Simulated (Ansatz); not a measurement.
An Ansatz input:

```yaml
crystal:
  lattice:
    - [3.8051284193, 0.0, 0.0]
    - [-1.9025642096, 3.2953378757, 0.0]
    - [0.0, 0.0, 12.2238241102]
  atoms:
    - { symbol: Nd, position: [0.0, 0.0, 0.0], spin: 3.855, spin_axis: [0, 0, 1] }
    - { symbol: Nd, position: [0.0, 0.0, 0.5], spin: 3.874, spin_axis: [0, 0, 1] }
    - { symbol: Nd, position: [0.3333333333, 0.6666666667, 0.75], spin: 3.825, spin_axis: [0, 0, 1] }
    - { symbol: Nd, position: [0.6666666667, 0.3333333333, 0.25], spin: 3.825, spin_axis: [0, 0, 1] }
hamiltonian:
  xc: rpbe
  pseudopotentials:
    kind: paw_fr
    azcp:
      Nd: "pseudopotentials/Nd.paw.azcp"
basis:
  ecutwfc: 420
  fft_grid_basis: typed
kpoints:
  mp_grid: { grid: [10, 10, 3], shift: [0, 0, 0] }
magnetization:
  noncollinear: true
  spin_orbit: true
scf:
  occupations: { method: fermi_dirac, width: 0.05 }
```

Terminal output

```
band count auto-derived: 118, from the close of a first SCF at 68 (N_el = 56.0; filled up to band 56; 68 by the electrons, moments and atoms)
Engine: ansatz 0.2.0, aarch64-unknown-linux-gnu
Pseudopotentials: kind: paw_fr
Pseudopotential: Nd, paw_fr, valence charge 14, recommended cutoff 420 eV (normal) 
Functional definition: RPBE
  parameter kappa = 0.804
  parameter beta = 0.06672455060314922
  exchange = rpbe_x(kappa = kappa, mu = beta*pi^2/3)
  correlation = pbe_c(beta = beta)
Crystal: 4 atoms, lattice volume = 153.277 Å³
Basis set: ecut = 420 eV, 3005 PW (Γ)
Bands: 68, of which v1, the nominal top of the filled ones, is band 56 counted from 1 (55 counted from 0)
Symmetry: 6 space group operations + 6 with time reversal
Magnetic group: BNS 164.89 (UNI 1319), of the structure as read, at distance tolerance 5.4e-5 Å
k-points: 36 of 300 (time reversal used)
Projection manifold: j_resolved (fully-relativistic pseudo-atomic orbitals)
Non-local potential: Nd, projectors of the file, l = 0: 3, l = 1: 4, l = 2: 4, l = 3: 6
PAW form: soft (Blöchl's): semilocal exchange-correlation on the pseudo side does not see the compensation charge
PAW frozen core: Nd, regenerated for the run's functional, and the local potential with it (the file was generated under x = pbe(κ = 0.804, μ = 0.2195149727645171), c = pbe(β = 0.06672455060314922))
PAW one-centre angular grid: Nd, 590 points (default); XC on its mesh's 2827 points in the sphere
Initial density: superposition of atomic densities (chi_scale 0.1, normalization cell)
Starting moments: Σ|m| = 15.379 μB on 4 of 4 sites
Initial wavefunctions: pseudopotential atomic-orbital guess
Functional: x = rpbe, c = pbe(β = 0.06672455060314922)
SCF iter   1: F=—  HF=-29389.521372 eV  |F-HF|=—  |Δ(HF+E_count)|=         —  Δρ=3.72e-1  dr2=2.00e1  dr2_m=4.87e1  ethr=3.10e-3  |M|=2.00e1 ∫|m|=2.00e1 μB  |m|>n=0.0e0 m-floor=0.0e0 τ_xc=1.6e-33  β_m=1.00  ⟨swp⟩=6.3  Hψ=13804  notcnv=0
spin=Noncollinear: Kerker preconditioning applied to the charge; magnetization (m_x, m_y, m_z) channels mix plain (no charge-response kernel on spin).
SCF iter   2: F=—  HF=-29387.409323 eV  |F-HF|=—  |Δ(HF+E_count)|=    2.11e0  Δρ=2.04e-1  dr2=6.82e1  dr2_m=1.38e1  ethr=3.10e-3  |M|=1.20e1 ∫|m|=1.21e1 μB  |m|>n=0.0e0 m-floor=0.0e0 τ_xc=7.6e-19  β_m=0.30  ⟨swp⟩=7.4  Hψ=14178  notcnv=4  defer=2
SCF iter   3: F=—  HF=-29390.936918 eV  |F-HF|=—  |Δ(HF+E_count)|=    3.53e0  Δρ=3.84e-1  dr2=3.42e2  dr2_m=5.18e1  ethr=3.10e-3  |M|=1.64e1 ∫|m|=1.64e1 μB  |m|>n=0.0e0 m-floor=0.0e0 τ_xc=1.3e-18  β_m=0.30  ⟨swp⟩=4.9  Hψ=8381  notcnv=0
SCF iter   4: F=—  HF=-29391.282661 eV  |F-HF|=—  |Δ(HF+E_count)|=   3.46e-1  Δρ=2.44e-1  dr2=1.55e2  dr2_m=1.69e1  ethr=3.10e-3  |M|=1.73e1 ∫|m|=1.73e1 μB  |m|>n=0.0e0 m-floor=0.0e0 τ_xc=1.5e-18  β_m=0.30  ⟨swp⟩=2.9  Hψ=5297  notcnv=0  defer=1
...
SCF iter 287: F=—  HF=-29392.636479 eV  |F-HF|=—  |Δ(HF+E_count)|=   1.13e-2  Δρ=2.32e-3  dr2=1.61e-2  dr2_m=2.26e-3  ethr=5.27e-7  |M|=1.24e1 ∫|m|=1.49e1 μB  |m|>n=0.0e0 m-floor=0.0e0 τ_xc=1.2e-16  β_m=0.99  ⟨swp⟩=12.7  Hψ=11087  notcnv=1  defer=2  recentre
SCF iter 288: F=—  HF=-29392.535930 eV  |F-HF|=—  |Δ(HF+E_count)|=   1.01e-1  Δρ=2.57e-3  dr2=1.95e-2  dr2_m=3.46e-3  ethr=5.27e-7  |M|=1.24e1 ∫|m|=1.48e1 μB  |m|>n=0.0e0 m-floor=0.0e0 τ_xc=1.1e-16  β_m=0.21  ⟨swp⟩=17.8  Hψ=17089  notcnv=1  defer=2
SCF iter 289: F=—  HF=-29392.559810 eV  |F-HF|=—  |Δ(HF+E_count)|=   2.39e-2  Δρ=2.23e-3  dr2=2.05e-3  dr2_m=2.75e-3  ethr=5.27e-7  |M|=1.24e1 ∫|m|=1.48e1 μB  |m|>n=0.0e0 m-floor=0.0e0 τ_xc=1.1e-16  β_m=0.26  ⟨swp⟩=7.3  Hψ=9289  notcnv=0  defer=2
SCF iter 290: F=—  HF=-29392.510489 eV  |F-HF|=—  |Δ(HF+E_count)|=   4.93e-2  Δρ=2.51e-3  dr2=3.82e-3  dr2_m=4.52e-3  ethr=5.27e-7  |M|=1.23e1 ∫|m|=1.48e1 μB  |m|>n=0.0e0 m-floor=0.0e0 τ_xc=1.1e-16  β_m=1.00  ⟨swp⟩=10.0  Hψ=11594  notcnv=0  defer=2
SCF iter 291: F=—  HF=-29392.546167 eV  |F-HF|=—  |Δ(HF+E_count)|=   3.57e-2  Δρ=3.49e-3  dr2=5.65e-2  dr2_m=4.13e-3  ethr=5.27e-7  |M|=1.24e1 ∫|m|=1.49e1 μB  |m|>n=0.0e0 m-floor=0.0e0 τ_xc=1.1e-16  β_m=1.00  ⟨swp⟩=17.7  Hψ=15304  notcnv=2  defer=5  recentre
SCF iter 292: F=—  HF=-29392.513274 eV  |F-HF|=—  |Δ(HF+E_count)|=   3.29e-2  Δρ=2.85e-3  dr2=1.75e-2  dr2_m=4.12e-3  ethr=5.27e-7  |M|=1.24e1 ∫|m|=1.48e1 μB  |m|>n=0.0e0 m-floor=0.0e0 τ_xc=1.1e-16  β_m=1.00  ⟨swp⟩=13.2  Hψ=14587  notcnv=1  defer=4
SCF iter 293: F=—  HF=-29392.530863 eV  |F-HF|=—  |Δ(HF+E_count)|=   1.76e-2  Δρ=3.72e-3  dr2=3.30e-2  dr2_m=6.01e-3  ethr=5.27e-7  |M|=1.24e1 ∫|m|=1.48e1 μB  |m|>n=0.0e0 m-floor=0.0e0 τ_xc=1.1e-16  β_m=1.00  ⟨swp⟩=9.4  Hψ=12659  notcnv=0  defer=1
SCF iter 294: F=—  HF=-29392.530665 eV  |F-HF|=—  |Δ(HF+E_count)|=   1.98e-4  Δρ=3.37e-3  dr2=2.97e-3  dr2_m=5.09e-3  ethr=5.27e-7  |M|=1.23e1 ∫|m|=1.48e1 μB  |m|>n=0.0e0 m-floor=0.0e0 τ_xc=1.1e-16  β_m=0.96  ⟨swp⟩=12.0  Hψ=12867  notcnv=0  defer=2
SCF iter 295: F=—  HF=-29392.557007 eV  |F-HF|=—  |Δ(HF+E_count)|=   2.63e-2  Δρ=2.65e-3  dr2=5.46e-3  dr2_m=3.53e-3  ethr=5.27e-7  |M|=1.24e1 ∫|m|=1.48e1 μB  |m|>n=0.0e0 m-floor=0.0e0 τ_xc=1.1e-16  β_m=0.52  ⟨swp⟩=10.7  Hψ=11096  notcnv=1  defer=2
SCF iter 296: F=—  HF=-29392.533652 eV  |F-HF|=—  |Δ(HF+E_count)|=   2.34e-2  Δρ=2.83e-3  dr2=2.21e-2  dr2_m=3.46e-3  ethr=5.27e-7  |M|=1.24e1 ∫|m|=1.48e1 μB  |m|>n=0.0e0 m-floor=0.0e0 τ_xc=1.1e-16  β_m=0.44  ⟨swp⟩=20.6  Hψ=34299  notcnv=0  recentre
SCF iter 297: F=—  HF=-29392.606263 eV  |F-HF|=—  |Δ(HF+E_count)|=   7.26e-2  Δρ=1.32e-3  dr2=9.90e-4  dr2_m=7.70e-4  ethr=5.27e-7  |M|=1.24e1 ∫|m|=1.49e1 μB  |m|>n=0.0e0 m-floor=0.0e0 τ_xc=1.2e-16  β_m=0.58  ⟨swp⟩=9.9  Hψ=23099  notcnv=0
SCF iter 298: F=—  HF=-29392.562499 eV  |F-HF|=—  |Δ(HF+E_count)|=   4.38e-2  Δρ=1.00e-3  dr2=2.14e-3  dr2_m=7.63e-4  ethr=5.27e-7  |M|=1.24e1 ∫|m|=1.48e1 μB  |m|>n=0.0e0 m-floor=0.0e0 τ_xc=1.1e-16  β_m=0.79  ⟨swp⟩=9.4  Hψ=20881  notcnv=0
Error: did not converge after 298 iterations: dr2 = 2.14e-3 (threshold 1.00e-7), under the density mixer `msr1`, which `scf.mixing.algorithm: auto` chose by the deck's other keys (type `scf.mixing.algorithm: msr1` to keep it); raise `scf.max_iter`, which need not help a stalled SCF, or adjust the mixing (`scf.mixing`) or, under a smearing, its width (`scf.occupations.width`, in either direction: another width is another result); of the 300 iterations of `scf.max_iter` 2 are kept for the SCF behind this one; this SCF holds its density and magnetisation to the symmetry operations that it keeps, and cannot end on a state that breaks one of them: if the state sought breaks one, re-run with `crystal.symmetry.detect: false`, without `crystal.symmetry.time_reversal: true`, on a non-collinear deck whose state breaks time reversal, with `crystal.symmetry.time_reversal: false` beside it (there exact exchange or a DFT+U term alone can polarise the run; a magnetic state wants starting moments), where the deck allows it (that run may end on another state, and need not converge either) — the other mixer that `auto` picks from is left to try (`scf.mixing.algorithm: broyden`); it can need more iterations, either can converge an SCF that the other leaves open, and the two can end on different states; the input reference at `scf.mixing.algorithm` says more, and from which start to try it
```

The run did not converge.

Open f shells have many self-consistent states, so the state found may not be the lowest.
